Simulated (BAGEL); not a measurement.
# SiN2H6 (SMILES NN[SiH3]): a chain of runs

We compute a single-point energy (HF/def2-SVP), then the energy (NEVPT2(2,2)/def2-SVP), then a single-point energy (CASPT2(2,2)/def2-SVP) of SiN2H6. 

Program for the calculation: BAGEL 1.2.2.

2 further runs of the same task are left out: 2 set aside as unsound or not needed.

### 1 Starting point

SiN2H6: 9 atoms, total charge 0, spin state singlet. SMILES: `NN[SiH3]`. The coordinates come from a PBE0-D4/def2-TZVP relaxation. This is one conformer, not always the lowest.

Bond lengths: N1–N2 1.407 Å, N2–Si3 1.714 Å, N1–H4 1.014 Å, N1–H5 1.013 Å, N2–H6 1.005 Å, Si3–H7 1.494 Å, Si3–H8 1.491 Å, Si3–H9 1.486 Å. Some angles: N1–N2–Si3 123.5°, N1–N2–H6 112.1°, Si3–N2–H6 123.5°, N2–N1–H4 110.8°, N2–N1–H5 110.1°, N2–Si3–H7 112.3°, N2–Si3–H8 110.9°, N2–Si3–H9 107.1°, H4–N1–H5 108.5°, H7–Si3–H8 106.4°.

### 2 The energy at HF/def2-SVP (density fitting with svp-jkfit) (run 1)

The input, job.json:

```json
{ "bagel" : [

{
  "title" : "molecule",
  "basis" : "svp",
  "df_basis" : "svp-jkfit",
  "angstrom" : true,
  "geometry" : [
    { "atom" : "N", "xyz" : [   -0.558805,    0.925001,   -1.203097 ] },
    { "atom" : "N", "xyz" : [   -0.285505,    0.708201,    0.159703 ] },
    { "atom" : "Si", "xyz" : [    0.408395,   -0.736599,    0.767503 ] },
    { "atom" : "H", "xyz" : [    0.267895,    0.761301,   -1.767497 ] },
    { "atom" : "H", "xyz" : [   -1.290505,    0.297601,   -1.515597 ] },
    { "atom" : "H", "xyz" : [   -0.377505,    1.549301,    0.701803 ] },
    { "atom" : "H", "xyz" : [    1.729200,   -1.040000,    0.139600 ] },
    { "atom" : "H", "xyz" : [   -0.469805,   -1.907299,    0.484503 ] },
    { "atom" : "H", "xyz" : [    0.576495,   -0.557299,    2.233003 ] }
  ]
},
{
  "title" : "hf"
},
{
  "title" : "print",
  "file" : "orbitals.molden",
  "orbitals" : true
}

]}
```

Command:

```console
$ BAGEL_NUM_THREADS=1 BAGEL job.json > job.out
```

Output:

```text
* using 1 threads per process

  ===============================================================
  ===============================================================

  *** Geometry ***

  { "atom" : "N", "xyz" : [     -1.055988,      1.747999,     -2.273524 ] },
  { "atom" : "N", "xyz" : [     -0.539526,      1.338306,      0.301795 ] },
  { "atom" : "Si", "xyz" : [      0.771755,     -1.391970,      1.450370 ] },
  { "atom" : "H", "xyz" : [      0.506248,      1.438650,     -3.340085 ] },
  { "atom" : "H", "xyz" : [     -2.438701,      0.562384,     -2.864063 ] },
  { "atom" : "H", "xyz" : [     -0.713381,      2.927755,      1.326215 ] },
  { "atom" : "H", "xyz" : [      3.267714,     -1.965315,      0.263806 ] },
  { "atom" : "H", "xyz" : [     -0.887803,     -3.604273,      0.915578 ] },
  { "atom" : "H", "xyz" : [      1.089418,     -1.053142,      4.219764 ] },

  Number of auxiliary basis functions:      390

  Since a DF basis is specified, we compute 2- and 3-index integrals:
    o Being stored without compression. Storage requirement is 0.018 GB

  Number of basis functions:       76
  Number of electrons      :       34

    * METHOD: MOLECULE                             0.14

  *** RHF ***

  === Nuclear Repulsion ===
   117.1776313788

      * DIIS with orbital gradients will be used.

  === RHF iteration (svp) ===
      0       -400.98685119          0.01641188           0.03
      1       -401.08534570          0.00920727           0.03
      2       -401.11474627          0.00141846           0.03
      3       -401.11589872          0.00024546           0.03
      4       -401.11592888          0.00008779           0.03
      5       -401.11593334          0.00002846           0.03
      6       -401.11593407          0.00000797           0.03
      7       -401.11593417          0.00000208           0.03
      8       -401.11593417          0.00000059           0.03
      9       -401.11593417          0.00000019           0.03
     10       -401.11593417          0.00000004           0.03
     11       -401.11593417          0.00000001           0.03
     12       -401.11593417          0.00000000           0.03
    * SCF iteration converged.

    * Permanent dipole moment:
           (   -0.072410,     0.116695,     0.116210) a.u.

    * METHOD: HF                                   0.50

    * METHOD: PRINT                                0.01

  ===============================================================
```

It took 0.78 s on 1 thread of Arm Neoverse V1, shared host; peak memory 0.15 GiB.

### 3 A single-point energy at NEVPT2(2,2)/def2-SVP (density fitting with svp-jkfit) (run 2)

The input, input.json:

```json
{ "bagel" : [

{
  "title" : "molecule",
  "basis" : "svp",
  "df_basis" : "svp-jkfit",
  "angstrom" : "true",
  "geometry" : [
    { "atom" : "N", "xyz" : [   -0.558805,    0.925001,   -1.203097 ] },
    { "atom" : "N", "xyz" : [   -0.285505,    0.708201,    0.159703 ] },
    { "atom" : "Si", "xyz" : [    0.408395,   -0.736599,    0.767503 ] },
    { "atom" : "H", "xyz" : [    0.267895,    0.761301,   -1.767497 ] },
    { "atom" : "H", "xyz" : [   -1.290505,    0.297601,   -1.515597 ] },
    { "atom" : "H", "xyz" : [   -0.377505,    1.549301,    0.701803 ] },
    { "atom" : "H", "xyz" : [    1.729200,   -1.040000,    0.139600 ] },
    { "atom" : "H", "xyz" : [   -0.469805,   -1.907299,    0.484503 ] },
    { "atom" : "H", "xyz" : [    0.576495,   -0.557299,    2.233003 ] }
  ]
},
{ "title" : "hf" },
{ "title" : "nevpt2", "nstate" : 1, "nact" : 2, "nclosed" : 16, "active" : [14, 21], "maxiter" : 200, "natocc" : "true", "ncore" : 7 },
{ "title" : "print", "file" : "orbitals.molden", "orbitals" : "true" }

]}
```

Command:

```console
$ BAGEL_NUM_THREADS=1 BAGEL input.json > input.out
```

Output:

```text
* using 1 threads per process

  ===============================================================
  ===============================================================

  *** Geometry ***

  { "atom" : "N", "xyz" : [     -1.055988,      1.747999,     -2.273524 ] },
  { "atom" : "N", "xyz" : [     -0.539526,      1.338306,      0.301795 ] },
  { "atom" : "Si", "xyz" : [      0.771755,     -1.391970,      1.450370 ] },
[... 5 lines of this table left out ...]
  { "atom" : "H", "xyz" : [      1.089418,     -1.053142,      4.219764 ] },

  Number of auxiliary basis functions:      390

  Since a DF basis is specified, we compute 2- and 3-index integrals:
    o Being stored without compression. Storage requirement is 0.018 GB

[... 18 lines left out ...]
    * SCF iteration converged.
[... 1 line left out ...]
    * Permanent dipole moment:
[... 28 lines left out ...]
    * Second-order optimization converged. *

     guess   0:   closed 1.                   open ..

  === FCI iteration ===

      0  0      -401.11578198     6.94e-02      0.00
      1  0      -401.12902873     1.20e-03      0.00
      2  0 *    -401.12903553     7.59e-16      0.00

     * ci vector, state   0, <S^2> = 0.0000
       2.     0.9954709978
       .2    -0.0950657277

  === DF-NEVPT2 calculation ===

    * 3-index integral transformation done
    * assembly done

      NEVPT2 correlation energy:   -0.4305146022      0.12

          (+0)     -0.3991295910
          (+0)'    -0.0029707517
          (+1)     -0.0054385561
          (+1)'    -0.0000000000
          (+2)     -0.0001465596
          (-1)     -0.0127339705
          (-1)'     0.0000000000
          (-2)     -0.0100951733

      NEVPT2 total energy:       -401.5595501280

    * METHOD: NEVPT2                               2.48

    * METHOD: PRINT                                0.01

  ===============================================================
```

Wall time 3.3 s (1 thread of Arm Neoverse V1, shared host); peak memory 0.15 GiB.

### 4 A single-point energy at CASPT2(2,2)/def2-SVP (density fitting with svp-jkfit) (run 3)

The input, calc.json:

```json
{ "bagel" : [

{
  "title" : "molecule",
  "basis" : "svp",
  "df_basis" : "svp-jkfit",
  "angstrom" : "true",
  "geometry" : [
    { "atom" : "N", "xyz" : [      -0.558805,       0.925001,      -1.203097 ] },
    { "atom" : "N", "xyz" : [      -0.285505,       0.708201,       0.159703 ] },
    { "atom" : "Si", "xyz" : [       0.408395,      -0.736599,       0.767503 ] },
    { "atom" : "H", "xyz" : [       0.267895,       0.761301,      -1.767497 ] },
    { "atom" : "H", "xyz" : [      -1.290505,       0.297601,      -1.515597 ] },
    { "atom" : "H", "xyz" : [      -0.377505,       1.549301,       0.701803 ] },
    { "atom" : "H", "xyz" : [       1.729200,      -1.040000,       0.139600 ] },
    { "atom" : "H", "xyz" : [      -0.469805,      -1.907299,       0.484503 ] },
    { "atom" : "H", "xyz" : [       0.576495,      -0.557299,       2.233003 ] }
  ]
},

{
  "title" : "hf"
},

{
  "title" : "casscf",
  "nstate" : 1,
  "nact" : 2,
  "nclosed" : 16,
  "active" : [14, 21],
  "maxiter" : 200,
  "natocc" : "true"
},

{
  "title" : "print",
  "file" : "orbitals.molden",
  "orbitals" : "true"
},

{
  "title" : "smith",
  "method" : "caspt2",
  "ms" : "true",
  "xms" : "true",
  "sssr" : "true",
  "shift" : 0.2,
  "shift_imag" : "true",
  "ncore" : 7
}

]}
```

Command:

```console
$ BAGEL_NUM_THREADS=1 BAGEL calc.json > calc.out
```

Output:

```text
* using 1 threads per process

  ===============================================================
  ===============================================================

  *** Geometry ***

  { "atom" : "N", "xyz" : [     -1.055988,      1.747999,     -2.273524 ] },
  { "atom" : "N", "xyz" : [     -0.539526,      1.338306,      0.301795 ] },
  { "atom" : "Si", "xyz" : [      0.771755,     -1.391970,      1.450370 ] },
[... 5 lines of this table left out ...]
  { "atom" : "H", "xyz" : [      1.089418,     -1.053142,      4.219764 ] },

  Number of auxiliary basis functions:      390

  Since a DF basis is specified, we compute 2- and 3-index integrals:
    o Being stored without compression. Storage requirement is 0.018 GB

[... 18 lines left out ...]
    * SCF iteration converged.
[... 1 line left out ...]
    * Permanent dipole moment:
[... 27 lines left out ...]
    * Second-order optimization converged. *
[... 9 lines left out ...]
     * ci vector, state   0, <S^2> = 0.0000
[... 16 lines left out ...]
    * Zeroth order energy : state  0       -0.9957769561
[... 4 lines left out ...]
       #      aibj      arbs      arbi      airj      risj      airs      arst      rist         Etot      error   time
[... 2 lines left out ...]
       0  -0.39844  -0.01216  -0.01296  -0.00623  -0.00023  -0.00259  -0.00000  -0.00000   -0.4325972  0.0012259   0.05
       1  -0.39869  -0.01221  -0.01300  -0.00641  -0.00025  -0.00266   0.00000  -0.00000   -0.4332310  0.0002209   0.04
       2  -0.39869  -0.01221  -0.01302  -0.00642  -0.00025  -0.00266  -0.00000  -0.00000   -0.4332512  0.0000538   0.04
       3  -0.39869  -0.01221  -0.01302  -0.00642  -0.00025  -0.00266   0.00000  -0.00000   -0.4332522  0.0000126   0.04
       4  -0.39869  -0.01221  -0.01302  -0.00642  -0.00025  -0.00266   0.00000  -0.00000   -0.4332523  0.0000027   0.05
       5  -0.39869  -0.01221  -0.01302  -0.00642  -0.00025  -0.00266  -0.00000  -0.00000   -0.4332523  0.0000005   0.05

      ------------------------------------------------------------------------------------------------------------------

    * CASPT2 energy : state  0     -401.5642728319
        w/o shift correction       -401.5622878023
        reference weight              0.8793792598

    * METHOD: SMITH                                0.38

  ===============================================================
```

Run time: 3.6 s. Hardware: 1 thread of Arm Neoverse V1, shared host; peak memory 0.15 GiB.

### 5 Summary of results

| quantity | value |
| --- | --- |
| run 1, HF/def2-SVP: total energy | -401.11593 Eh |
| run 1, HF/def2-SVP: dipole moment | 0.46 D |
| run 1, HF/def2-SVP: HOMO energy | -10.42 eV |
| run 1, HF/def2-SVP: LUMO energy | 4.22 eV |
| run 1, HF/def2-SVP: HOMO–LUMO gap | 14.64 eV |
| run 2, NEVPT2(2,2)/def2-SVP: total energy | -401.55955 Eh |
| run 3, CASPT2(2,2)/def2-SVP: total energy | -401.56427 Eh |
